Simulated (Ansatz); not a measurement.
# C₃O: geometry and frequencies at several levels

Aim: geometry and frequencies at several levels, for C₃O, with the cost of each level.

Method: the levels named in each step, in Ansatz 0.2.0.

### Step 1. The system as given

Bond lengths: C1–C2 1.261 Å, C2–C3 1.298 Å, C3–O4 1.146 Å. Angles: C1–C2–C3 180.0°, C2–C3–O4 180.0°.

Structure file:

```xyz
4

C     0.0000    0.0000   -1.8809
C     0.0000    0.0000   -0.6201
C     0.0000    0.0000    0.6776
O     0.0000    0.0000    1.8234
```

### Step 2. A rough first relaxation, PBE-D4/def2-SVP

input.yaml reads:

```yaml
crystal:
  periodic: [false, false, false]
  atoms:
    - { symbol: C, position_ang: [0.0, 0.0, -1.88092] }
    - { symbol: C, position_ang: [0.0, 0.0, -0.62007] }
    - { symbol: C, position_ang: [0.0, 0.0, 0.67761] }
    - { symbol: O, position_ang: [0.0, 0.0, 1.82338] }
basis:
  gaussian: { orbitals: def2-SVP }
hamiltonian:
  xc: pbe
  dispersion: d4
relax:
  f_tol: 0.03
  max_steps: 200
```

Run with:

```sh
ansatz run input.yaml --threads 2 --pin off --max-ram 5120MiB --backend cpu --events-out ev --progress --plain --runs-dir out
```

After this run come: Relaxation, HF/STO-3G; Frequencies, HF/STO-3G; Relaxation, HF/6-31G*; Frequencies, HF/6-31G*; Relaxation, LDA/def2-SVP; Frequencies, LDA/def2-SVP; Relaxation, PBE-D4/def2-SVP; Frequencies, PBE-D4/def2-SVP; Relaxation, PBE0-D4/def2-TZVPP; Relaxation, MP2/def2-TZVPP; Frequencies, MP2/def2-TZVPP.

What does the calculation give? Wanted: C1–C2 at MP2/def2-TZVPP; C2–C3 at MP2/def2-TZVPP; C3–O4 at MP2/def2-TZVPP; frequencies at MP2/def2-TZVPP.

**Answer**, as computed:

| quantity | value |
| --- | --- |
| C1–C2 at MP2/def2-TZVPP | 1.276 Å |
| C2–C3 at MP2/def2-TZVPP | 1.303 Å |
| C3–O4 at MP2/def2-TZVPP | 1.157 Å |
| frequencies at MP2/def2-TZVPP | 165 to 2340 cm⁻¹ |

In words: The C–C distance spreads over 0.036 Å, from HF/6-31G* (shortest) to PBE-D4/def2-SVP. No mode is imaginary, so the geometry is a minimum.
